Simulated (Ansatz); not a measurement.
# Interaction energy ladder

The pair of HF (SMILES F, atoms 1–2) and CH₄ (SMILES C, atoms 3–7), both closed shells, in one local arrangement (a lower one may exist), relaxed at PBE0-D4/def2-TZVP:

```
7
angstrom
F -0.0063 0.1340 -2.4561
H -0.0008 0.0860 -1.5335
C 0.0013 -0.0438 0.7924
H 0.7529 0.3770 1.4582
H 0.4833 -0.7759 0.1404
H -0.4590 0.7699 0.2273
H -0.7711 -0.5472 1.3714
```

Computed with Ansatz 0.2.0 (basis: def2-TZVPPD, with def2-QZVPPD for the basis limit); correlated methods freeze the cores. B3LYP uses VWN-RPA correlation. Extrapolation: Hartree–Fock as exp(−7.88 √X), correlation as X^−2.97. Interaction energies count from these two fragments, frozen as in the pair, with the counterpoise correction; negative means bound.

**Question.** What is the interaction energy by CCSD(T) at an estimated basis limit (MP2 extrapolated from triple and quadruple zeta, plus CCSD(T) − MP2 in triple zeta)? (An estimate is asked for; the value comes from the calculation.)

**Answer.** Computed: -6.2 kJ/mol. Hartree–Fock alone gives 0.1 kJ/mol at the basis limit, so without correlation the pair would not bind at this distance. It counts from the two fragments frozen as in the pair.

The same quantity by other methods in triple zeta, and each one's difference from that estimate:
| method | E_int (kJ/mol) | difference |
| --- | --- | --- |
| PBE-D4 | -8.3 | -2.2 |
| revPBE-D4 | -5.2 | 1.0 |
| BLYP-D4 | -5.5 | 0.7 |
| r2SCAN-D4 | -7.9 | -1.7 |
| B97M-V | -6.9 | -0.8 |
| PBE0-D4 | -7.5 | -1.4 |
| B3LYP-D4 | -6.2 | 0.0 |
| HSE06-D4 | -7.6 | -1.4 |
| wB97X-V | -6.6 | -0.4 |
| wB97M-V | -6.6 | -0.4 |
| B2PLYP | -4.8 | 1.4 |
| HF | 0.1 | 6.3 |
| MP2 | -5.0 | 1.2 |
| CCSD | -4.4 | 1.8 |
| CCSD(T) | -5.3 | 0.9 |
Differences are method less estimate.

Basis-set superposition shift (counterpoise-corrected less uncorrected): CCSD(T) 1.4; MP2 1.3; HF 0.1; PBE0-D4 0.1; wB97M-V 0.1 kJ/mol.

T1 diagnostic: at most 0.011.

For scale, one of the runs: CCSD(T)/def2-TZVPPD, 162 basis functions, launched by `ansatz run in.yaml --threads 2 --pin off --events-out ev --progress --plain --max-ram 5222MiB`. Hardware: 2 CPU threads of an Arm Neoverse V1, shared host. Wall time 15 s; peak host memory 1.2 GiB.
